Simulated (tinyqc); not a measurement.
Worked calculation: coupled-perturbed Hartree-Fock on RHF in the sto-6g basis, for OH-, spin multiplicity 1. The basis has no diffuse functions, so it cannot describe the extra electron: this is an exercise in the method, not the real anion. One step of it, computed by the program tinyqc.

Problem. Coupled step 1. U_ai = -(mu_ai + sum_bj [4 (ai|bj) - (ab|ij) - (aj|bi)] U_bj) / (e_a - e_i); alpha = -4 sum U_ai mu_ai.

uncoupled U:
```
           i1         i2        i3        i4        i5
a6  -0.002717  -0.170884  1.689325  0.000000  0.000000
```

dipole integrals <a|z|i> (bohr):
```
          i1        i2         i3        i4        i5
a6  0.056227  0.252755  -1.293648  0.000000  0.000000
```

orbital energies (hartree): MO1 -19.830813, MO2 -0.616892, MO3 0.096434, MO4 0.138462, MO5 0.138462, MO6 0.862212

Two-electron integrals over orbitals (pq|rs), unique and non-zero (hartree):
```
(11|11) 4.764244    (21|11) -0.473310   (21|21) 0.075428    (22|11) 1.100054
(22|21) -0.021474   (22|22) 0.766098    (31|11) 0.105010    (31|21) -0.017054
(31|22) 0.004562    (31|31) 0.009600    (32|11) -0.146899   (32|21) 0.004662
(32|22) -0.070883   (32|31) 0.008109    (32|32) 0.086000    (33|11) 0.581240
(33|21) -0.003956   (33|22) 0.496116    (33|31) 0.000326    (33|32) 0.037769
(33|33) 0.609976    (41|41) 0.026636    (42|41) 0.035157    (42|42) 0.165992
(43|41) -0.007061   (43|42) -0.029756   (43|43) 0.019389    (44|11) 1.117101
(44|21) -0.012746   (44|22) 0.788421    (44|31) 0.002742    (44|32) -0.080513
(44|33) 0.478764    (44|44) 0.880663    (51|51) 0.026636    (52|51) 0.035157
(52|52) 0.165992    (53|51) -0.007061   (53|52) -0.029756   (53|53) 0.019389
(54|54) 0.047461    (55|11) 1.117101    (55|21) -0.012746   (55|22) 0.788421
(55|31) 0.002742    (55|32) -0.080513   (55|33) 0.478764    (55|44) 0.785741
(55|55) 0.880663    (61|11) -0.083088   (61|21) 0.012915    (61|22) -0.004239
(61|31) 0.008342    (61|32) 0.018322    (61|33) -0.001510   (61|44) -0.002203
(61|55) -0.002203   (61|61) 0.024307    (62|11) 0.102771    (62|21) -0.003963
(62|22) 0.050123    (62|31) 0.015006    (62|32) 0.065938    (62|33) 0.007454
(62|44) 0.056928    (62|55) 0.056928    (62|61) 0.026320    (62|62) 0.119276
(63|11) 0.320695    (63|21) -0.004483   (63|22) 0.186517    (63|31) -0.001738
(63|32) -0.083264   (63|33) -0.056966   (63|44) 0.192728    (63|55) 0.192728
(63|61) -0.006415   (63|62) 0.006271    (63|63) 0.188030    (64|41) 0.005449
(64|42) 0.022226    (64|43) 0.017165    (64|64) 0.038103    (65|51) 0.005449
(65|52) 0.022226    (65|53) 0.017165    (65|65) 0.038103    (66|11) 0.949572
(66|21) -0.011239   (66|22) 0.681878    (66|31) 0.007034    (66|32) -0.011001
(66|33) 0.567477    (66|44) 0.675139    (66|55) 0.675139    (66|61) 0.006892
(66|62) 0.064355    (66|63) 0.103454    (66|66) 0.701416
```

Give: U after step 1; polarisability.

Solution.

U after step 1:
```
        i1       i2      i3      i4      i5
a6  0.0001  -0.2422  1.7034  0.0000  0.0000
```

polarisability = 9.0591 bohr^3
